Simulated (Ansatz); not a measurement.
# SiH4O2 (SMILES O[SiH2]O): a rigid scan of the bond length Si2–H5

How does the energy rise as the bond length Si2–H5 leaves its equilibrium value, and do density functionals follow CCSD(T)? No other atom is relaxed.

Computed with Ansatz 0.2.0, Gaussian basis. Level: single points in def2-TZVPP.

Levels: PBE-D4, r2SCAN-D4, PBE0-D4, B3LYP-D4, wB97M-V, Hartree-Fock, MP2, CCSD, CCSD(T). The scan takes 1.303, 1.355, 1.430, 1.519, 1.616, 1.721, 1.833, 1.951, 2.074 Å.

Correlated methods freeze the cores. B3LYP uses VWN-RPA correlation.

37 further runs of the same task are left out: 37 set aside as unsound or not needed.

## (1) The system as given

7 atoms, charge 0, spin multiplicity 1.

Atoms are counted from 1 here; the program's logs count them from 0.

Bond lengths: O1–Si2 1.622 Å, O1–H4 0.952 Å, Si2–O3 1.633 Å, Si2–H5 1.486 Å, Si2–H6 1.485 Å, O3–H7 0.994 Å. Angles: Si2–O1–H4 111.9°, O1–Si2–O3 105.0°, O1–Si2–H5 110.7°, O1–Si2–H6 110.1°, O3–Si2–H5 108.9°, O3–Si2–H6 110.1°, H5–Si2–H6 111.9°, Si2–O3–H7 115.7°.

Geometry (Å):

```tsv
atom	x (Å)	y (Å)	z (Å)
O1	-1.35440	-0.21240	0.26220
Si2	0.11120	0.43820	0.01910
O3	1.08530	-0.82710	-0.32270
H4	-1.74480	-0.52000	-0.54970
H5	0.08970	1.35780	-1.14860
H6	0.57710	1.12160	1.25290
H7	1.29720	-1.42620	0.44110
```

## (2) A first relaxation in a small basis

Input file pre/in.yaml:

```yaml
crystal:
  periodic: [false, false, false]
  atoms:
    - {symbol: O, position_ang: [-1.354400, -0.212400, 0.262200]}
    - {symbol: Si, position_ang: [0.111200, 0.438200, 0.019100]}
    - {symbol: O, position_ang: [1.085300, -0.827100, -0.322700]}
    - {symbol: H, position_ang: [-1.744800, -0.520000, -0.549700]}
    - {symbol: H, position_ang: [0.089700, 1.357800, -1.148600]}
    - {symbol: H, position_ang: [0.577100, 1.121600, 1.252900]}
    - {symbol: H, position_ang: [1.297200, -1.426200, 0.441100]}
basis:
  gaussian: {orbitals: def2-SVP}
hamiltonian: {xc: pbe, dispersion: d4}
relax: {f_tol: 0.03, max_steps: 250}
```

The command line of these runs was not kept.

After this run come: Finding the minimum; The minimum at every level; Si2–H5 = 1.303 Å; Si2–H5 = 1.355 Å; Si2–H5 = 1.430 Å; Si2–H5 = 1.519 Å; Si2–H5 = 1.616 Å; Si2–H5 = 1.721 Å; Si2–H5 = 1.833 Å; Si2–H5 = 1.951 Å; Si2–H5 = 2.074 Å.

Q: Predict the outcome of this session. Wanted: highest point, CCSD(T); lowest point, CCSD(T); minimum along the scan, CCSD(T); RMS deviation from CCSD(T); largest T1 diagnostic.

**Answer**, as computed:

| quantity | value |
| --- | --- |
| highest point, CCSD(T) | 148.6 kJ/mol at 2.074 Å |
| lowest point, CCSD(T) | 0.0 kJ/mol at 1.481 Å |
| minimum along the scan, CCSD(T) | 1.474 Å |
| curvature there | 18.8 eV/Å² |
| RMS deviation from CCSD(T) | PBE-D4 9.9, r2SCAN-D4 3.1, PBE0-D4 3.1, B3LYP-D4 3.2, wB97M-V 1.7, Hartree-Fock 8.1, MP2 4.6, CCSD 1.4 kJ/mol |
| largest T1 diagnostic | 0.013 |

What this shows: A polynomial through the near points puts the CCSD(T) minimum 0.007 Å below the PBE0-D4 value. It is steeper on the short side than on the long one. Curvature against CCSD(T): PBE-D4 -10 %, Hartree-Fock +6 %. CCSD follows the CCSD(T) curve best and PBE-D4 worst.
